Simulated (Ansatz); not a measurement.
Cost and result up the ladder for Si₂C (3 atoms). Charge 0, multiplicity 1. Geometry: PBE0-D4/def2-TZVP.

Cartesian coordinates in Å:
```
Si -1.116 0.890 0.436
Si 1.397 -0.421 -0.312
C -0.282 -0.469 -0.124
```

Ansatz on 4 threads of Arm Neoverse V2 on a shared host. Times are rough, and most runs start from the orbitals of an earlier one. r2SCAN0-D4/def2-TZVP serves as the yardstick here, not as an exact answer. Differences are given only for rows in sets of like size (and for xTB, whose basis is part of the method), since another set adds its own error. Binding counts from free atoms at the same level (Si triplet, C triplet; other spins of the atoms weren't run), without zero-point energy or a counterpoise term.

B3LYP takes the VWN-RPA correlation. Correlated methods freeze 11 core orbitals. The structure comes from a short search, and lower isomers may exist.

Correlated methods converge slowly with the basis.

| level | functions | wall time | binding energy per atom (eV) | difference from r2SCAN0-D4/def2-TZVP (eV) |
| --- | --- | --- | --- | --- |
| HF/STO-3G | 23 | 0.05 s | 2.54 | – |
| HF/6-31G | 35 | 0.1 s | 1.61 | – |
| PBE-D4/def2-SVP | 50 | 0.2 s | 3.84 | – |
| B3LYP-D4/6-31G | 35 | 0.2 s | 3.17 | – |
| MP2/def2-TZVP | 105 | 0.3 s | 3.71 | 0.18 |
| PBE-D4/def2-TZVP | 105 | 0.4 s | 3.85 | 0.33 |
| PBE-D4/def2-TZVPD | 123 | 0.5 s | 3.86 | 0.33 |
| B3LYP-D4/def2-TZVP | 105 | 0.5 s | 3.67 | 0.14 |
| PBE0-D4/def2-TZVPD | 123 | 0.55 s | 3.68 | 0.15 |
| PBE0-D4/def2-TZVP | 105 | 0.6 s | 3.68 | 0.15 |
| r2SCANh-D4/def2-TZVP | 105 | 0.95 s | 3.61 | 0.09 |
| r2SCAN0-D4/def2-TZVP | 105 | 0.95 s | 3.53 | 0.00 |
| r2SCAN-D4/def2-TZVP | 105 | 1 s | 3.67 | 0.15 |
| CCSD(T)/def2-TZVPD | 123 | 1 s | 3.53 | 0.00 |
